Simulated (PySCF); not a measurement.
Compound: C4H8FN.
Atom-mapped SMILES: `[F:1][CH2:2][C@H:3]1[CH2:4][CH2:5][NH:6]1` (hydrogens: H7, H8 on C2; H9 on C3; H10, H11 on C4; H12, H13 on C5; H14 on N6)

Method used: TDDFT PBE0/def2-SVPD, vertical, gas phase, core orbitals frozen in the response in PySCF 2.14.0, density-fitted response routines. Geometry: GFN2-xTB, one conformer, isolated molecule. Torsions of this conformer, `[F:1][CH2:2][C@H:3]1[CH2:4][CH2:5][NH:6]1`: F1–C2–C3–C4 78°.

Kohn–Sham orbitals with the atoms that hold most of them (Löwdin shares over 4%, at most four atoms; ? is withheld):

| orbital | ε (eV) | atoms |
| --- | --- | --- |
| LUMO+2 | 1.30 | C5 14%, H13 13%, H9 10%, H7 8% |
| LUMO+1 | 1.10 | C2 16%, C4 14%, H11 12%, F1 11% |
| LUMO | ? | H14 18%, C5 17%, H12 12%, H9 12% |
| HOMO | -6.76 | ? |
| HOMO-1 | -8.88 | ? |
| HOMO-2 | -9.37 | F1 24%, C2 15%, C3 15%, C4 11% |
| HOMO-3 | -9.90 | F1 21%, C4 16%, C5 13%, N6 10% |

Which atoms hold the HOMO, and with what shares?

N6 (bonded to 2 C and H) 57%; C5 (bonded to C, N and 2 H) 10%; C3 (bonded to 2 C, N and H) 9%; H14 (bonded to N) 5%. By element: nitrogen 57%, carbon 19% or more, hydrogen 5% or more.

Give the leading atoms of the HOMO-1.

C4 (bonded to 2 C and 2 H) 18%; C3 (bonded to 2 C, N and H) 18%; C2 (bonded to C, F and 2 H) 14%; F1 (bonded to C) 13%. By element: carbon 51% or more, fluorine 13%.

What is the LUMO energy, and the HOMO–LUMO gap?

ε(LUMO) = 0.71 eV; the gap is 7.47 eV (0.2745 hartree).

The HOMO–LUMO gap is 7.47 eV. Where does the response calculation put the lowest singlet, and from which orbitals?

S1 is at 6.09 eV (f = 0.0006), 1.38 eV below the gap, made of HOMO→LUMO (94%). Without the coupling terms of the response equations the lowest excitation would equal the gap.

One configuration dominates each of S1 and S2. Which, and how do the shares of the two leading atoms of either orbital change from the occupied to the empty one?

- S1 (6.09 eV, f 0.0006), HOMO→LUMO (94%): N6 57% → at most 12%, C5 10% → 17%, H14 5% → 18%
- S2 (6.73 eV, f 0.0028), HOMO→LUMO+1 (90%): N6 57% → at most 11%, C5 10% → at most 11%, C2 at most 5% → 16%, C4 at most 5% → 14%

Time: 29 s wall (with the writing of density and orbital grids); peak memory 0.76 GiB. Hardware: one thread, Intel Xeon Platinum 8488C (x86_64), shared host with 96 logical CPUs at a one-minute load of 108.
